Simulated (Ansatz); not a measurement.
# NaS+ (triplet): from Hartree-Fock to the top rungs at distance S1–Na2 = 3.170 Å, cc-pVDZ

How much of the correlation energy of NaS+ (triplet) does each wave-function method recover here?

The runs use Ansatz 0.2.0, Gaussian basis; cc-pVDZ, core rule «outside noble gas», up to 10 orbitals frozen.

To be run: UHF; CCSD(T) on ROHF; CCSD(T) on UHF; BCCD(T) on ROHF; CISD; CCSDT(Q) on ROHF; CCSDT(Q) on UHF; CASSCF and MRCISD+Q, 4 electrons in 4 orbitals; CASSCF and NEVPT2, 4 electrons in 4 orbitals; Full CI.

61 further runs of the same task are left out: 46 for a known fault of the program, 12 that didn't finish, 3 set aside as unsound or not needed.

## 1. What is computed

The geometry derives from a PBE0/def2-TZVP stationary point (not a proven minimum). One bond is set to the value named and the two fragments are kept rigid.

2 atoms, charge 1, spin multiplicity 3.

Atoms are counted from 1 here; the program's logs count them from 0.

Bond lengths: S1–Na2 3.170 Å.

## 2. UHF

The input, in.yaml:

```yaml
crystal:
  periodic: [false, false, false]
  atoms:
    - {symbol: S, position_ang: [0.000000, 0.000000, 0.000000]}
    - {symbol: Na, position_ang: [0.000000, 0.000000, 3.170000]}
basis:
  gaussian: {orbitals: cc-pVDZ}
total_charge: 1
magnetization: {spin_polarized: true, initial_magnetization: 2}
hamiltonian: {xc: hf}
output: {orbitals: {seedname: orbitals}}
```

The run is started by

```bash
$ ansatz run in.yaml --threads 1 --pin off --events-out ev --progress --plain --max-ram 2393MiB
```

Further steps of the session: CCSD(T) on ROHF; CCSD(T) on UHF; BCCD(T) on ROHF; CISD; CCSDT(Q) on ROHF; CCSDT(Q) on UHF; CASSCF and MRCISD+Q, 4 electrons in 4 orbitals; CASSCF and NEVPT2, 4 electrons in 4 orbitals; Full CI.

**Question.** What will the summary of the whole plan be? Wanted: FCI below the RHF energy; RMP2 from FCI; UMP2 from FCI; RCCSD from FCI; RCCSD(T) from FCI; UCCSD(T) from FCI; RCCSDT(Q) from FCI; UCCSDT(Q) from FCI; NEVPT2 pair from FCI.

The runs gave:

```
                         quantity                                                                             value
         FCI below the RHF energy                                                                        -3.0035 eV
                    RMP2 from FCI                                                                   +12.71 kcal/mol
                    UMP2 from FCI                                                                   +13.14 kcal/mol
                   RCCSD from FCI                                                                    +1.24 kcal/mol
                RCCSD(T) from FCI                                                                    +0.30 kcal/mol
                UCCSD(T) from FCI                                                                    +0.28 kcal/mol
               RCCSDT(Q) from FCI                                                                    +0.01 kcal/mol
               UCCSDT(Q) from FCI                                                                     0.00 kcal/mol
             NEVPT2 pair from FCI                                                                   +11.08 kcal/mol
           MRCISD+Q pair from FCI                                                                    -0.42 kcal/mol
levels within 1 kcal/mol (43 meV)  RCCSD(T), UCCSD(T), BCCD(T), RCCSDT, UCCSDT, RCCSDT(Q), UCCSDT(Q), MRCISD+Q pair
                    T1 diagnostic                                                                             0.016
   effectively unpaired electrons                                                                              2.02
```

**Reading.** RCCSD(T) misses by +0.30 kcal/mol, 0.4 % of the correlation energy. MRCISD+Q pair falls below full CI: the +Q correction isn't variational, and the cores differ from full CI's. One determinant dominates. Of the multireference levels listed MRCISD+Q pair comes nearest in total energy (-0.42 kcal/mol), which doesn't show that its space is the better one. These misses are within one basis, not against nature; the frozen cores of restricted and unrestricted runs differ, which can shift their rows.
